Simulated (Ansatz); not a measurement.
# C2H6FN: basis-set convergence

Aim: see how fast density functionals converge with the basis set for C2H6FN.

Computed with Ansatz 0.2.0, Gaussian basis. Level: one geometry, several basis sets.

Levels to be run: PBE0-D4/def2-SVP; ωB97M-V/def2-SVP; PBE0-D4/def2-QZVPP; ωB97M-V/def2-QZVPP; the functionals' def2-TZVPP values are taken from earlier runs.

**1. The geometry**

An earlier PBE0-D4 in a triple-zeta def2 set relaxation fixed the geometry.

SMILES `CNCF`, 10 atoms, charge 0, spin multiplicity 1.

Atoms are counted from 1 here; the program's logs count them from 0.

Bond lengths: C1–N2 1.449 Å, C1–H5 1.096 Å, C1–H6 1.093 Å, C1–H7 1.091 Å, N2–C3 1.397 Å, N2–H8 1.010 Å, C3–F4 1.411 Å, C3–H9 1.093 Å, C3–H10 1.092 Å. Angles: N2–C1–H5 113.8°, N2–C1–H6 109.0°, N2–C1–H7 109.5°, H5–C1–H6 108.0°, H5–C1–H7 108.7°, H6–C1–H7 107.6°, C1–N2–C3 116.4°, C1–N2–H8 112.3°, C3–N2–H8 112.0°, N2–C3–F4 113.7°, N2–C3–H9 110.2°, N2–C3–H10 110.4°, F4–C3–H9 105.6°, F4–C3–H10 106.0°, H9–C3–H10 110.7°.

**2. PBE0-D4 in def2-SVP**

File in.yaml:

```yaml
crystal:
  periodic: [false, false, false]
  atoms:
    - {symbol: C, position_ang: [-0.750418, 0.926767, 0.243181]}
    - {symbol: N, position_ang: [0.561845, 0.381871, -0.040442]}
    - {symbol: C, position_ang: [0.670006, -1.010672, -0.032150]}
    - {symbol: F, position_ang: [-0.108349, -1.646186, -1.023064]}
    - {symbol: H, position_ang: [-1.509163, 0.666575, -0.504327]}
    - {symbol: H, position_ang: [-1.088755, 0.552942, 1.212991]}
    - {symbol: H, position_ang: [-0.685603, 2.013720, 0.312531]}
    - {symbol: H, position_ang: [0.975017, 0.787953, -0.868128]}
    - {symbol: H, position_ang: [0.316467, -1.410906, 0.921866]}
    - {symbol: H, position_ang: [1.702052, -1.313263, -0.219358]}
basis:
  gaussian: {orbitals: def2-SVP}
hamiltonian: {xc: pbe0, dispersion: d4}
output: {orbitals: {seedname: orbitals}}
```

On the command line:

```sh
ansatz run in.yaml --threads 2 --pin off --events-out ev --progress --plain --max-ram 4352MiB
```

After this run come: ωB97M-V in def2-SVP; PBE0-D4 in def2-QZVPP; ωB97M-V in def2-QZVPP.

Q: Predict the results of all the runs planned. Wanted: PBE0-D4: double and triple zeta above quadruple; ωB97M-V: double and triple zeta above quadruple.

The runs gave:

| quantity | value |
| --- | --- |
| PBE0-D4: double and triple zeta above quadruple | 7.86, 0.36 eV |
| ωB97M-V: double and triple zeta above quadruple | 8.15, 0.35 eV |

PBE0-D4 gains 7.50 eV from double to triple zeta, then 0.36 eV more. Total energies overstate the basis error of differences, where much of it tends to cancel. The LUMO of ωB97M-V is positive and keeps falling with the basis (3.61 to 1.86 eV): an unbound level that the basis holds in place.
